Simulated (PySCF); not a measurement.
Geometries of 2 isomers of C4H8, from PBE0-D3(BJ)/def2-SVP geometry optimisation, gas phase (PySCF). One conformer each, no zero-point energy, no frequencies.

Problem. Which is lower in electronic energy at this level?
A.
```xyz
12
angstrom
C      0.400    0.926   -0.381
C      0.957   -0.226    0.479
C     -0.475   -0.788    0.576
C     -0.844    0.060   -0.657
H      0.150    1.803    0.237
H      0.996    1.269   -1.240
H      1.611   -0.888   -0.110
H      1.480    0.029    1.413
H     -0.612   -1.878    0.518
H     -0.987   -0.425    1.481
H     -0.732   -0.517   -1.589
H     -1.829    0.552   -0.675
```
B.
```xyz
12
angstrom
C      1.562   -0.463    0.101
C      0.705    0.730   -0.167
C     -0.633    0.790   -0.178
C     -1.599   -0.321    0.076
H      2.224   -0.285    0.965
H      2.223   -0.673   -0.757
H      0.980   -1.372    0.307
H      1.247    1.660   -0.379
H     -1.086    1.765   -0.398
H     -1.105   -1.278    0.293
H     -2.257   -0.082    0.929
H     -2.261   -0.473   -0.793
```

Solution. B. That is `C/C=C\C`, 2.7 kcal/mol below the other.

```tsv
SMILES	atoms numbered as above	E (Eh)	relative (kcal/mol)	relative (kJ/mol)	dipole (D)
C/C=C\C	[CH3:1]/[CH:2]=[CH:3]\[CH3:4]	-156.91689	0.0	0.0	0.24
C1CCC1	[CH2:1]1[CH2:2][CH2:3][CH2:4]1	-156.91266	2.7	11.1	0.00
```

As drawn, the lower has a C=C bond outside aromatic rings, which the higher lacks; the higher has a four-membered ring, which the lower lacks.
